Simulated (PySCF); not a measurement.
A made-up structure of CH₂BN, singlet:

| atom | x (Å) | y (Å) | z (Å) |
| --- | --- | --- | --- |
| B1 | -0.7372 | 1.2270 | -0.3128 |
| C2 | -0.5315 | -0.3638 | -0.1486 |
| N3 | 0.4613 | 0.3779 | 0.1256 |
| H4 | -0.6038 | -1.4472 | -0.1053 |
| H5 | -1.3112 | 2.1118 | -0.7712 |

It is relaxed with PBE-D4/def2-SVP and then PBE0-D4/def2-TZVP (PySCF 2.14 with density fitting (its default auxiliary sets; JK sets also for MP2 and CCSD(T))). Atoms count as bonded within 1.22 times the sum of their covalent radii (H–H: 0.88 Å). The end point is not checked to be a true minimum.

**Question.** Does its bonding change? (A judgement: the text doesn't fix the answer.)

**Answer.** By the calculation: No: no bond forms or breaks.

Where it ends: The first stage lowers the energy by 0.64 eV in 10 steps. It ends as CH₂BN ([BH]1[CH][N]1):
```xyz
5
angstrom
B -0.7656 1.0734 -0.3845
C -0.5250 -0.3298 -0.1725
N 0.4440 0.4921 0.1127
H -0.5738 -1.4119 -0.0954
H -1.2994 2.0850 -0.6703
```

Labels in which every atom is bracketed show which atoms are joined, not bond orders.

For scale, one of the runs: PBE0-D4/def2-TZVP relaxation, 105 basis functions, launched by `OMP_NUM_THREADS=2 python run.py`. Time: 19 s of wall clock on 2 CPU threads of an Arm Neoverse V1; the host was shared. Peak host memory: 0.99 GiB.
